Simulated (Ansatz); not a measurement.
## Down a group: atomization energies of ZrH$_{4}$, HfH$_{4}$

Ansatz 0.2.0, basis def2-SVP; geometries are PBE0/def2-TZVP minima. Wave-function levels freeze the cores, and the metals' outer-core s and p shells; HF, MP2 and coupled cluster are restricted for singlets and unrestricted otherwise, atoms included (their steps beyond CCSDT(Q) come from restricted open-shell runs). The reference is CCSDT(Q) or CCSDTQ (coupled cluster only where its series has nearly closed). An error is the level's value less the reference. None of these values is a measured one. Energies are electronic, without zero-point terms. No spin–orbit coupling; scalar relativity only by core potentials past Kr. The set is small: it underbinds, by tens of kJ/mol for each bond, so near ties and functionals' places can change in larger sets. The species are chosen: bound, without strong static correlation by their natural occupations or amplitudes, in their lowest spin state as far as vertical gaps and like structures tell, and with a ladder that closes on the reference, so errors are smaller than for species at large; levels whose determinant breaks symmetry or spin markedly are left out.

```
      species                      bonds (Å)     quantity  symmetry of the states  reference  value (kcal/mol)  error HF  error MP2  error CCSD  error CCSD(T)  error CCSDT
ZrH4, singlet  Zr–H 1.844, angles at Zr 109°  atomization                       –   CCSDT(Q)             267.2     -57.7      -11.1        -0.4            0.2          0.0
HfH4, singlet  Hf–H 1.847, angles at Hf 109°  atomization                       –     CCSDTQ             276.5     -57.2      -11.7        -0.3            0.1          0.0
```

The reference rises from Zr to Hf, by 9.3 kcal/mol in all.
